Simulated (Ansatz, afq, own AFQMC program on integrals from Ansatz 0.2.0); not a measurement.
Two steps: Ansatz 0.2.0 writes the Fock matrix and Cholesky factors of the valence space, and afq projects on them the lowest state that overlaps trial and start.

```yaml
crystal:
  periodic: [false, false, false]
  atoms:
    - {symbol: B, position_ang: [0.000000, 0.000000, 0.752901]}
    - {symbol: B, position_ang: [0.000000, 0.000000, -1.009563]}
    - {symbol: H, position_ang: [0.000000, 1.023985, 1.376457]}
    - {symbol: H, position_ang: [0.000000, -1.023985, 1.376457]}
basis:
  gaussian: {orbitals: 6-31G}
magnetization: {spin_polarized: true, initial_magnetization: 2}
correlation: {method: ccsd_t, electrons: outside_noble_gas, hamiltonian_folder: ham}
```

```sh
$ ansatz run in.yaml --threads 1 --pin off --events-out ev --progress --plain --max-ram 24576MiB --backend cuda --devices 0, --max-vram 18GiB
```

Options of the walk:

```
--method free --trial cisd --walkers 4000 --time-step 0.03 --max-blocks 4000 --target-error 0.00034 --factor-cut 1e-05 --seed 6621 --times 0,0.3,0.6,1.2,1.8,2.4,3.6,4.8,6 --taylor-order 8
```

Times are imaginary, in 1/Eh. The walk had a cap of 61 s.

Output of the walk:

```
orbitals 20  electrons 5 3  factors 134 of 316
reference energy -50.36362515 Eh
CCSD correlation -0.10116347 Eh in 12 cycles, weight of the determinant in the CISD state 0.9041
repeat  energy at the last time / Eh  error
    10  -50.468753  0.000094
    20  -50.468809  0.000058
    30  -50.468832  0.000045
time / (1/Eh)  energy / Eh  error  mean overlap
  0.00  -50.464790  0.000013  1.1060
  0.30  -50.466410  0.000016  1.1066
  0.60  -50.467226  0.000021  1.1084
  1.20  -50.468005  0.000022  1.1113
  1.80  -50.468325  0.000027  1.1144
  2.40  -50.468519  0.000026  1.1149
  3.60  -50.468626  0.000036  1.1221
  4.80  -50.468724  0.000038  1.1233
  6.00  -50.468835  0.000044  1.1240
energy -50.468835 +/- 0.000044 Eh
```

The run passed its tests (error under three times the target), which doesn't prove that it has relaxed.

Against this walk (error 1.2 meV) on the same determinant: CCSD(T) 35.3 meV higher, CCSDT(Q) 1.8 meV higher (within the noise), CCSDTQ 1.0 meV higher (within the noise), full CI 0.8 meV higher (within the noise). The error is statistical, and a free projection of finite length keeps a remainder of its start. The last points still move (meV from the last: 13.9 ± 0.7 at 1.80, 8.6 ± 0.7 at 2.40, 5.7 ± 1.0 at 3.60, 3.0 ± 1.0 at 4.80, 0.0 ± 1.2 at 6.00), but the last one has reached full CI within the noise or passed it, so little can be left to fall.

Cautions: remainder of the start not in the error.

The walk took 27 s on 1 × NVIDIA H100 80GB HBM3 with 2 threads of AMD EPYC 7R13 Processor (Zen 3) (shared host) (the card was shared). The log's last line is the free-projection energy.

CCSDT and higher add their correlation energy to the determinant of the CCSD(T) run, since their own runs factorise the integrals more tightly (a shift of under 2 meV). A walk keeps the symmetry of its determinant, which the program's search chose and which needn't be the lowest solution, so a lower state of the same spin and another symmetry isn't excluded.
